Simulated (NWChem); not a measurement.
phosphine (PH$_{3}$); SMILES P

```xyz
4

P      0.0000     0.0000     0.1303
H      0.8456     0.8456    -0.6514
H      0.3095    -1.1552    -0.6514
H     -1.1552     0.3095    -0.6514
```
Atoms are numbered in this order, from 1.

Results from NWChem. Geometry: optimised at PBE0/def2-SVP. B3LYP is NWChem's, with the RPA form of VWN correlation.

Problem. Predict the results for B3LYP/aug-cc-pVTZ. Quantities: highest occupied level (eV); orbital gap (eV); dipole (D).

Solution. 
```yaml
highest occupied level (eV): -7.71
orbital gap (eV): 7.26
dipole (D): 0.56
```
